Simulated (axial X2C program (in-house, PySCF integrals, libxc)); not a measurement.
Ionising AlS

Calculated with an axial X2C code built on PySCF integrals, spin-free (one-electron X2C) or two-component (2c: spin–orbit coupling with atomic mean-field Coulomb and Gaunt terms, which also bring small scalar terms), in Dyall basis sets with cores contracted in-house; open shells are unrestricted.

Basis sets: Al dyall-v3z, S dyall-av3z.

| Hamiltonian | level | AlS state | Re (Å) | ωe (cm⁻¹) | De (eV) |
| --- | --- | --- | --- | --- | --- |
| spin-free | HF | M_S = 1/2, Λ = 0 | 2.029 | 598.1 | 2.44 |
| spin-free | PBE0 | M_S = 1/2, Λ = 0 | 2.039 | 613.6 | 4.14 |
| 2c | PBE0 | Ω = 1/2 | 2.040 | 613.1 | 4.14 |

Adiabatic ionisation energy (minimum to minimum, no zero-point term) and constants of AlS⁺:

| Hamiltonian | level | AlS⁺ state | IE (eV) | Re (Å) | ωe (cm⁻¹) | De (eV) | fragments |
| --- | --- | --- | --- | --- | --- | --- | --- |
| spin-free | HF | M_S = 1, Λ = 1 | 7.79 | 2.174 | 457.7 | 0.25 | S + Al+ |
| spin-free | PBE0 | M_S = 1, Λ = 1 | 9.14 | 2.186 | 461.3 | 1.09 | S + Al+ |
| 2c | PBE0 | Ω = 2 | 9.12 | 2.186 | 460.8 | 1.11 | S + Al+ |

(1) Add the zero-point terms to the ionisation energy at PBE0, 2c, and say whether the electron removed was bonding.

(2) Close the cycle De(AlS⁺) + IE(AlS) = De(AlS) + IE(Al) to find the atomic ionisation energy at PBE0, 2c.

Each entry is the lowest single determinant of a limited PBE0 search at one distance. De goes to single-determinant-based atoms at the same level (for ions the charge split of lowest energy) and is withheld (n/a) where an atom does not fit its ground term or J level. Main or longest-lived isotopes. One determinant is a doubtful description, or other states lie close, for AlS⁺; these need not be ground states, and all values refer to the states named. Some open-shell Ω = 0 determinants are out of reach, so the Ω given for AlS⁺ need not be the lowest component. With several unpaired electrons the Ω given is that of one determinant, not necessarily of the lowest component. Some light 2c atoms are not at their ground J level, so De misses part of their lowering (0.04 eV or less). The functionals have no current term, which raises determinants with orbital currents.

## Answers

(1) IE0 = IE + (ωe⁺ − ωe)/2 = 9.12 + (-0.009) = 9.11 eV. Re changes by 0.146 Å, so the bond lengthens, as on loss of a bonding electron.

(2) IE(Al) = 1.11 + 9.12 − 4.14 = 6.09 eV, for the determinants used.
